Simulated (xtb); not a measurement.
xtb input (GFN1-xTB):

```bash
xtb mol.xyz --gfn 1 --sp --chrg 0 --uhf 0
```
mol.xyz:
```
3

C      0.00728032     0.00031015     0.17491065
H     -0.01040746     0.86106198    -0.52673636
H     -0.03327446    -0.86292291    -0.52272756
```

Output:

```
           -------------------------------------------------
          |                Calculation Setup                |
           -------------------------------------------------

           -------------------------------------------------
          |                 G F N 1 - x T B                 |
           -------------------------------------------------

        Reference                      10.1021/acs.jctc.7b00118
      * Hamiltonian:
        H0-scaling (s, p, d)           1.850000    2.250000    2.000000
        zeta-weighting                 0.000000
      * Dispersion:
        s8                             2.400000
        a1                             0.630000
        a2                             5.000000
        s9                             0.000000
      * Repulsion:
        kExp                           1.500000
        rExp                           1.000000
      * Coulomb:
        alpha                          2.000000
        third order                    atomic
        anisotropic                    false
      * Halogen bond correction:
        rad-scale                      1.300000
        damping                        0.440000

          ...................................................
          :                      SETUP                      :
          :.................................................:
          :  # basis functions                   8          :
          :  # atomic orbitals                   8          :
          :  # shells                            6          :
          :  # electrons                         6          :
          :  # halogen bonds                     0          :
          :  max. iterations                   250          :
          :  Hamiltonian                  GFN1-xTB          :
          :  restarted?                      false          :
          :  GBSA solvation                  false          :
          :  PC potential                    false          :
          :  electronic temp.          300.0000000     K    :
          :  accuracy                    1.0000000          :
          :  -> integral cutoff          0.2500000E+02      :
          :  -> integral neglect         0.1000000E-07      :
          :  -> SCF convergence          0.1000000E-05 Eh   :
          :  -> wf. convergence          0.2000000E-04 e    :
          :  Broyden damping             0.4000000          :
          :  net charge                          0          :
          :  unpaired electrons                  0          :
          ...................................................

 iter      E             dE          RMSdq      gap      omega  full diag
   1     -3.0331357 -0.303314E+01  0.479E+00    1.31       0.0  T
   2     -3.0367249 -0.358918E-02  0.281E+00    1.29       1.0  T
   3     -3.0372190 -0.494139E-03  0.593E-01    1.26       1.0  T
   4     -3.0373755 -0.156435E-03  0.141E-01    1.28       1.0  T
   5     -3.0373932 -0.176844E-04  0.588E-04    1.27      98.2  T
   6     -3.0373932 -0.367860E-09  0.257E-04    1.27     224.5  T
   7     -3.0373932 -0.201301E-10  0.466E-06    1.27   12377.8  T
   8     -3.0373932 -0.213163E-13  0.756E-09    1.27  100000.0  T

   *** convergence criteria satisfied after 8 iterations ***

         #    Occupation            Energy/Eh            Energy/eV
      -------------------------------------------------------------
         1        2.0000           -0.5994219             -16.3111
         2        2.0000           -0.5098927             -13.8749
         3        2.0000           -0.4152431             -11.2993 (HOMO)
         4                         -0.3684635             -10.0264 (LUMO)
         5                         -0.1168432              -3.1795
         6                         -0.0606811              -1.6512
         7                          0.1936706               5.2700
         8                          0.3547387               9.6529
      -------------------------------------------------------------
                  HL-Gap            0.0467797 Eh            1.2729 eV
             Fermi-level           -0.3918533 Eh          -10.6629 eV

 SCC (total)                   0 d,  0 h,  0 min,  0.004 sec
 SCC setup                      ...        0 min,  0.000 sec (  4.069%)
 Dispersion                     ...        0 min,  0.000 sec (  0.958%)
 classical contributions        ...        0 min,  0.000 sec (  0.656%)
 integral evaluation            ...        0 min,  0.000 sec (  7.668%)
 iterations                     ...        0 min,  0.002 sec ( 54.329%)
 molecular gradient             ...        0 min,  0.001 sec ( 26.080%)
 printout                       ...        0 min,  0.000 sec (  5.770%)

         :::::::::::::::::::::::::::::::::::::::::::::::::::::
         ::                     SUMMARY                     ::
         :::::::::::::::::::::::::::::::::::::::::::::::::::::
         :: total energy              -3.009362528413 Eh    ::
         :: gradient norm              0.021629285761 Eh/a0 ::
         :: HOMO-LUMO gap              1.272939533001 eV    ::
         ::.................................................::
         :: SCC energy                -3.037393159499 Eh    ::
         :: -> electrostatic           0.000049855851 Eh    ::
         :: repulsion energy           0.028223004224 Eh    ::
         :: dispersion energy         -0.000192373139 Eh    ::
         :: halogen bond corr.         0.000000000000 Eh    ::
         :: add. restraining           0.000000000000 Eh    ::
         :: total charge              -0.000000000000 e     ::
         :::::::::::::::::::::::::::::::::::::::::::::::::::::

           -------------------------------------------------
          |                Property Printout                |
           -------------------------------------------------

    * Orbital Energies and Occupations

         #    Occupation            Energy/Eh            Energy/eV
      -------------------------------------------------------------
         1        2.0000           -0.5994219             -16.3111
         2        2.0000           -0.5098927             -13.8749
         3        2.0000           -0.4152431             -11.2993 (HOMO)
         4                         -0.3684635             -10.0264 (LUMO)
         5                         -0.1168432              -3.1795
         6                         -0.0606811              -1.6512
         7                          0.1936706               5.2700
         8                          0.3547387               9.6529
      -------------------------------------------------------------
                  HL-Gap            0.0467797 Eh            1.2729 eV
             Fermi-level           -0.3918533 Eh          -10.6629 eV

  Mulliken/CM5 charges         n(s)   n(p)   n(d)
     1C    -0.03881 -0.12960   1.464  2.575  0.000
     2H     0.01940  0.06480   0.981  0.000  0.000
     3H     0.01940  0.06480   0.981  0.000  0.000

Wiberg/Mayer (AO) data.
largest (>0.10) Wiberg bond orders for each atom

 ---------------------------------------------------------------------------
     #   Z sym  total        # sym  WBO       # sym  WBO       # sym  WBO
 ---------------------------------------------------------------------------
     1   6 C    2.050 --     3 H    1.025     2 H    1.025
     2   1 H    1.030 --     1 C    1.025
     3   1 H    1.030 --     1 C    1.025
 ---------------------------------------------------------------------------

Topologies differ in total number of bonds
Writing topology from bond orders to xtbtopo.mol

 dipole moment from electron density (au)
     X       Y       Z
  -0.0314  -0.0013  -0.7549  total (Debye):    1.920

           -------------------------------------------------
Note: The following floating-point exceptions are signalling: IEEE_DENORMAL
normal termination of xtb
          | TOTAL ENERGY               -3.009362528413 Eh   |
          | GRADIENT NORM               0.021629285761 Eh/α |
          | HOMO-LUMO GAP               1.272939533001 eV   |
           -------------------------------------------------

------------------------------------------------------------------------
------------------------------------------------------------------------
 total:
 SCF:
```
